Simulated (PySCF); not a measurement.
## Working out the ionisation energy of Al

Al [Ne] 3s2 3p1 (2P) → Al⁺ [Ne] 3s2 (1S). Computed with PySCF 2.14 in aug-cc-pVTZ-DK, with scalar relativity by spin-free X2C-1e. Frozen: [Ne]. Energies in hartree (1 hartree = 27.21139 eV):

```json
{"part": "UHF", "Al (lower)": "-242.314531", "Al⁺ (upper)": "-242.109156"}
{"part": "MP2 opposite-spin", "Al (lower)": "-0.033496", "Al⁺ (upper)": "-0.027774"}
{"part": "MP2 same-spin", "Al (lower)": "-0.002588", "Al⁺ (upper)": "0.000000"}
```

Question: What does Hartree-Fock give?

Answer: (-242.109156) − (-242.314531) = 0.205375 hartree = 5.589 eV.

Question: What do MP2 and SCS-MP2 (6/5 opposite-spin, 1/3 same-spin) give?

Answer: The opposite-spin parts differ by 0.156 eV and the same-spin parts by 0.070 eV. MP2: 5.589 + (0.156) + (0.070) = 5.815 eV. SCS-MP2: 5.589 + 1.2 × (0.156) + (0.070)/3 = 5.800 eV.

Measured between the centres of the two terms (NIST): 5.977 eV, so MP2 (valence) is off by -0.162 eV.

What remains against the reference includes basis incompleteness, the frozen core and correlation beyond second order.
